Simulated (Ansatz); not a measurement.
# H₄NPSi: taking an electron away

Aim: the vertical ionisation energy of H₄NPSi, as cation minus neutral at the neutral's geometry, on several levels, and how well −ε(HOMO) stands in for it.

Computed with Ansatz 0.2.0, Gaussian basis. Level: unrestricted cation, the program's frozen cores in correlated methods.

The runs, in order: UKS PBE-D4/def2-TZVPP; UKS r2SCAN-D4/def2-TZVPP; UKS PBE0-D4/def2-TZVPP; UKS B3LYP-D4/def2-TZVPP; UKS wB97X-V/def2-TZVPP; UKS wB97M-V/def2-TZVPP; UKS B2PLYP/def2-TZVPP; UHF-CCSD(T)/def2-TZVPP; UHF-MP2/def2-QZVPP; extrapolation to the limit; then −ε(HOMO) from the neutral's earlier runs with LDA (SPW92), PBE-D4, revPBE-D4, BLYP-D4, r2SCAN-D4, B97M-V, PBE0-D4, B3LYP-D4, r2SCANh-D4, r2SCAN0-D4, HSE06-D4, BHLYP-D4, CAM-B3LYP-D4, LC-ωPBE, ωB97X-V, ωB97M-V.

### Step 1. The relaxed structure

All runs share one geometry, relaxed beforehand with PBE0-D4 in a triple-zeta def2 set.

SMILES `N1[SiH2]P1`, 7 atoms, charge 0, spin multiplicity 1.

Atoms are counted from 1 here; the program's logs count them from 0.

Bond lengths: N1–Si2 1.710 Å, N1–P3 1.775 Å, N1–H4 1.007 Å, Si2–P3 2.191 Å, Si2–H5 1.483 Å, Si2–H6 1.479 Å, P3–H7 1.441 Å. Angles: Si2–N1–P3 77.9°, Si2–N1–H4 134.2°, P3–N1–H4 124.0°, N1–Si2–P3 52.4°, N1–Si2–H5 119.3°, N1–Si2–H6 116.6°, P3–Si2–H5 119.1°, P3–Si2–H6 123.9°, H5–Si2–H6 112.5°, N1–P3–Si2 49.7°, N1–P3–H7 101.2°, Si2–P3–H7 91.3°.

### Step 2. Cation, UKS PBE-D4/def2-TZVPP

Input file in.yaml:

```yaml
crystal:
  periodic: [false, false, false]
  atoms:
    - {symbol: N, position_ang: [-0.793014, -0.713144, 0.091478]}
    - {symbol: Si, position_ang: [-0.048347, 0.821659, 0.215425]}
    - {symbol: P, position_ang: [0.837843, -1.134753, 0.649835]}
    - {symbol: H, position_ang: [-1.280249, -1.198874, -0.643264]}
    - {symbol: H, position_ang: [0.352774, 1.536324, -1.019982]}
    - {symbol: H, position_ang: [-0.579495, 1.733940, 1.251205]}
    - {symbol: H, position_ang: [1.571688, -1.113153, -0.590198]}
basis:
  gaussian: {orbitals: def2-TZVPP}
total_charge: 1
magnetization: {spin_polarized: true, initial_magnetization: 1}
hamiltonian: {xc: pbe, dispersion: d4}
```

On the command line:

```console
> ansatz run in.yaml --threads 2 --pin off --events-out ev --progress --plain --max-ram 4352MiB
```

Further steps of the session: Cation, UKS r2SCAN-D4/def2-TZVPP; Cation, UKS PBE0-D4/def2-TZVPP; Cation, UKS B3LYP-D4/def2-TZVPP; Cation, UKS wB97X-V/def2-TZVPP; Cation, UKS wB97M-V/def2-TZVPP; Cation, UKS B2PLYP (frozen core)/def2-TZVPP; Cation, UHF-CCSD(T)/def2-TZVPP; Cation, UHF-MP2/def2-QZVPP.

**Question.** What will the summary of the whole plan be? Wanted: ionisation energy, CCSD(T)/CBS; nearest functional by difference; nearest −ε(HOMO); −ε(HOMO) of PBE; T1 of the cation.

As calculated:

```
                        quantity               value
  ionisation energy, CCSD(T)/CBS             9.01 eV
nearest functional by difference  ωB97X-V (-0.15 eV)
                nearest −ε(HOMO)  ωB97X-V (-0.07 eV)
                 −ε(HOMO) of PBE             5.59 eV
                T1 of the cation               0.030
```

**Reading.** By cation minus neutral, the functionals miss by 0.28 eV at most. The PBE orbital energy is 3.4 eV too small: a semilocal HOMO is no ionisation energy. Among orbital estimates ωB97X-V comes nearest. Hartree-Fock falls 0.98 eV short, as the neutral has more correlation energy than the cation.
